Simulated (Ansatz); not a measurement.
Predict the output of the script below (Ansatz's Python interface).

`b2h4si_cas.py`
```python
'''Static correlation in B2H4Si: natural occupations of an active space.'''

import logging
import sys

import ansatz as az

logging.basicConfig(stream=sys.stdout, format='%(levelname)s:%(name)s:%(message)s')
logger = logging.getLogger('run')
logger.setLevel(logging.INFO)

SETTINGS = {
    'basis': 'def2-SVP',
}


def main() -> None:
    geometry_ang = [
        ('B', (-1.0424, -0.3696, -0.2152)),
        ('B', (0.5356, -0.3759, -0.9482)),
        ('Si', (0.2953, 0.4243, 0.7135)),
        ('H', (-2.1672, -0.5704, -0.3041)),
        ('H', (1.2475, -0.6916, -1.859)),
        ('H', (0.3642, 1.9085, 0.7098)),
        ('H', (0.8282, -0.3934, 1.8575)),
    ]
    system = az.Crystal.molecule()
    for symbol, xyz in geometry_ang:
        system = system.atom(symbol, xyz)

    job = (
        system.calculation()
        .basis(gaussian=SETTINGS['basis'])
        .correlation(active_electrons=4, active_orbitals=4)
    )
    for method in [None, 'sc_nevpt2']:
        rep = (job if method is None else job.correlation(method)).run(threads=1, backend='cpu').report
        space = rep['configurations']
        state = space['states'][0]
        print(method or 'casscf', f'total {rep["free_energy_ev"] / 27.211386246:.6f} Ha, active-space state {state["energy"]["hartree"]:.6f} Ha, mean field {rep["reference_energy_ev"] / 27.211386246:.6f} Ha')
        print('  determinants', state['n_determinants'], ' natural occupations', [round(n, 3) for n in space['natural_occupations']])


if __name__ == '__main__':
    main()
```

```console
$ python b2h4si_cas.py
casscf total -340.348012 Ha, active-space state -340.348012 Ha, mean field -340.319492 Ha
  determinants 36  natural occupations [1.979, 1.976, 0.026, 0.02]
RunWarning: the results are in doubt because another end's mean lies 0.050 eV lower, and its corrected mean 0.006 eV higher
sc_nevpt2 total -340.563658 Ha, active-space state -340.346171 Ha, mean field -340.319492 Ha
  determinants 36  natural occupations [1.981, 1.977, 0.023, 0.02]
```
(Warnings from the package without file and line.)

Total energies depend on the basis set; only differences at equal settings carry meaning. The geometry is a force-field or estimated start, not a minimum of this method, and the basis set is short of its limit. The active space starts as a window about the frontier orbitals and is then optimised, not chosen by chemistry. A lower CASSCF solution was found and passed over, so the printed active-space state isn't the lowest. It ran for 6.9 s on 1 thread of Arm Neoverse V2 (shared host), peak memory 0.17 GiB.

(Lines on the test bed's own set-up are left out of the output.)
